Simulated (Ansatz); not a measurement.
A made-up structure of C₂H₅B, closed shell:

```
8
angstrom
B 0.4227 -0.1759 0.9172
C -0.0381 0.3776 -0.3980
C -0.8361 -0.1285 -1.3990
H -1.4429 -0.4700 -2.1982
H 0.3152 1.3867 -0.6396
H 0.0777 0.4880 1.7905
H 1.5704 -0.2305 0.9663
H 0.0152 -1.2352 1.1024
```

It is relaxed with PBE-D4/def2-SVP and then PBE0-D4/def2-TZVP (Ansatz 0.2.0). Atoms count as bonded within 1.22 times the sum of their covalent radii (H–H: 0.88 Å). The end point is not checked to be a true minimum.

Question: Does its bonding change? (A judgement: the text doesn't fix the answer.)

Answer: By the calculation: Yes. Formed: C3–H8; broken: B1–H8.

Where it ends: The first stage lowers the energy by 3.88 eV in 29 steps. It ends as C₂H₅B ([BH2][CH][CH2]):
B1  (0.671, 0.268, 1.087)
C2  (-0.157, 0.490, -0.186)
C3  (-0.551, -0.551, -0.931)
H4  (-1.138, -0.440, -1.839)
H5  (-0.443, 1.487, -0.517)
H6  (1.037, 1.178, 1.772)
H7  (0.956, -0.853, 1.399)
H8  (-0.291, -1.566, -0.644)
(Å)

Labels in which every atom is bracketed show which atoms are joined, not bond orders.

For scale, one of the runs: PBE0-D4/def2-TZVP relaxation, 123 basis functions, launched by `ansatz run in.yaml --threads 2 --pin off --events-out ev --progress --plain --max-ram 4352MiB`. Hardware: 2 CPU threads of an Arm Neoverse V2, shared host. Wall time about 8.5 s.
